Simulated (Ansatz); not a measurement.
# C₃H₆O₂: a ladder of functionals and wavefunction methods

An exercise on one series of results from a longer session: the logs are not shown, and one member is left open.

The runs use Ansatz 0.2.0, Gaussian basis; functionals in def2-TZVPP, the program's frozen cores in correlated methods.

Plan: PBE-D4, r2SCAN-D4, PBE0-D4, B3LYP-D4, ωB97X-V, ωB97M-V, B2PLYP; CCSD(T)/def2-TZVPP; MP2/def2-QZVPP; extrapolation to the limit.

## The geometry

An earlier PBE0-D4 in a triple-zeta def2 set relaxation fixed the geometry.

11 atoms, charge 0, spin multiplicity 1.

Atoms are counted from 1 here; the program's logs count them from 0.

Bond lengths: C1–C2 1.509 Å, C1–H6 1.092 Å, C1–H7 1.091 Å, C1–H8 1.092 Å, C2–O3 1.438 Å, C2–H9 1.091 Å, C2–H10 1.090 Å, O3–C4 1.329 Å, C4–O5 1.197 Å, C4–H11 1.100 Å. Angles: C2–C1–H6 109.6°, C2–C1–H7 110.8°, C2–C1–H8 110.8°, H6–C1–H7 108.2°, H6–C1–H8 108.3°, H7–C1–H8 109.0°, C1–C2–O3 111.3°, C1–C2–H9 111.3°, C1–C2–H10 111.5°, O3–C2–H9 108.8°, O3–C2–H10 104.4°, H9–C2–H10 109.3°, C2–O3–C4 116.4°, O3–C4–O5 126.3°, O3–C4–H11 109.1°, O5–C4–H11 124.6°.

Geometry (Å):

```mol
C3H6O2
  3D, bonds by distance, orders not assigned

 11 10  0  0  0  0  0  0  0  0999 V2000
   -0.2995   -0.5249    1.2324 C   0  0
    0.1608    0.6641    0.4262 C   0  0
   -0.4907    0.7115   -0.8550 O   0  0
    0.0573   -0.0148   -1.8241 C   0  0
    1.0383   -0.6942   -1.7330 O   0  0
    0.1566   -0.4946    2.2246 H   0  0
   -0.0047   -1.4579    0.7506 H   0  0
   -1.3843   -0.5153    1.3543 H   0  0
    1.2405    0.6423    0.2700 H   0  0
   -0.1147    1.6036    0.9058 H   0  0
   -0.5342    0.1071   -2.7436 H   0  0
  1  2  8  0
  2  3  8  0
  3  4  8  0
  4  5  8  0
  1  6  8  0
  1  7  8  0
  1  8  8  0
  2  9  8  0
  2 10  8  0
  4 11  8  0
M  END
```

The first run:

in.yaml reads:

```yaml
crystal:
  periodic: [false, false, false]
  atoms:
    - {symbol: C, position_ang: [-0.299453, -0.524942, 1.232373]}
    - {symbol: C, position_ang: [0.160822, 0.664149, 0.426169]}
    - {symbol: O, position_ang: [-0.490699, 0.711508, -0.854998]}
    - {symbol: C, position_ang: [0.057273, -0.014827, -1.824127]}
    - {symbol: O, position_ang: [1.038297, -0.694199, -1.733033]}
    - {symbol: H, position_ang: [0.156631, -0.494641, 2.224595]}
    - {symbol: H, position_ang: [-0.004685, -1.457901, 0.750598]}
    - {symbol: H, position_ang: [-1.384281, -0.515308, 1.354296]}
    - {symbol: H, position_ang: [1.240536, 0.642341, 0.270002]}
    - {symbol: H, position_ang: [-0.114695, 1.603575, 0.905819]}
    - {symbol: H, position_ang: [-0.534245, 0.107143, -2.743592]}
basis:
  gaussian: {orbitals: def2-TZVPP}
hamiltonian: {xc: pbe, dispersion: d4}
output: {forces: true, orbitals: {seedname: orbitals}}
```

Among the steps run: PBE-D4 (GGA); r2SCAN-D4 (meta-GGA); PBE0-D4 (hybrid); B3LYP-D4 (hybrid); ωB97X-V (range-separated); ωB97M-V (range-separated); B2PLYP (double hybrid); CCSD(T) in def2-TZVPP; MP2 in def2-QZVPP.

One of the session's tables, all rows but one given; the rest of the session is left out.

It belongs to the step «Atomisation energies». 

```
            method  atoms, summed (eV)  atomisation energy (eV)
            PBE-D4           -7249.248                   48.415
         r2SCAN-D4           -7254.979                   47.180
           PBE0-D4           -7250.733                   47.191
          B3LYP-D4           -7259.560                   46.968
           ωB97X-V           -7256.721                   47.043
           ωB97M-V           -7256.138                   47.107
            B2PLYP           -7253.918                   46.577
     HF/def2-TZVPP           -7230.271                   33.535
    MP2/def2-TZVPP           -7243.377                   46.813
   CCSD/def2-TZVPP           -7245.947                   44.986
CCSD(T)/def2-TZVPP                   ?                        ?
           MP2/CBS           -7245.908                   47.969
       CCSD(T)/CBS           -7248.799                   46.936
```

**Question.** Estimate the row for CCSD(T)/def2-TZVPP.

As computed: atoms, summed (eV): -7246.268; atomisation energy (eV): 45.781. In the column «atoms, summed (eV)» it lies between CCSD(T)/CBS (-7248.799) and CCSD/def2-TZVPP (-7245.947).
